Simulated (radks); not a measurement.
**Valence configurations of C²⁺**

Aim: which of several valence configurations of C²⁺ lies lowest at this level, and whether it is the one NIST lists ([He] 2s2).

The numbers are computed with radks (a radial shooting solver on a logarithmic mesh, Libxc functionals) version 1 (non-relativistic Kohn-Sham, LDA (Slater exchange, Perdew-Wang correlation), spin-polarised, spherical densities, point nucleus; open shells are filled with parallel spins first), except any that are marked as measured or tabulated.

### Step 1. What is computed

- element: carbon (Z = 6)
- charge: +2
- electrons: 4
- configuration: [He] 2s2
- others tried: 2s1.5 2p0.5; 2s1 2p1; 2p2; 2s0.5 2p1.5

The outer shells:

C²⁺
```
[He] core
2s [↑↓]
```

### Step 2. [He] 2s2

The run's settings:

```text
Z 6
configuration [He] 2s2
relativity non-relativistic
functional lda,pw
spin polarised
nucleus point
```

### Step 3. [He] 2s1.5 2p0.5

The run's settings:

```text
Z 6
configuration [He] 2s1.5 2p0.5
relativity non-relativistic
functional lda,pw
spin polarised
nucleus point
```

### Step 4. [He] 2s1 2p1

The run's settings:

```text
Z 6
configuration [He] 2s1 2p1
relativity non-relativistic
functional lda,pw
spin polarised
nucleus point
```

### Step 5. [He] 2p2

The run's settings:

```text
Z 6
configuration [He] 2p2
relativity non-relativistic
functional lda,pw
spin polarised
nucleus point
```

### Step 6. [He] 2s0.5 2p1.5

The run's settings:

```text
Z 6
configuration [He] 2s0.5 2p1.5
relativity non-relativistic
functional lda,pw
spin polarised
nucleus point
```

**Question.** What will these runs give? Wanted: for each run, valence; E − E(NIST configuration); moment; highest level; its energy; 1s shift.

**Answer**, as computed:

```csv
valence,E − E(NIST configuration) (eV),moment (μB),highest level,its energy (eV),1s shift (eV)
2s2,0.000,0,2s,-40.152,+0.00
2s1.5 2p0.5,3.562,1,2p up,-32.641,+0.10
2s1 2p1,5.801,2,2p up,-33.087,+0.52
2s0.5 2p1.5,9.987,2,2p up,-32.904,+0.96
2p2,14.170,2,2p up,-32.721,+1.40
```

The NIST configuration is the lowest of those tried, 3.562 eV under 2s1.5 2p0.5. The energies are those of spherical high-spin densities, not of single terms. The 1s eigenvalue shifts by up to 1.40 eV as the valence charge is rearranged.
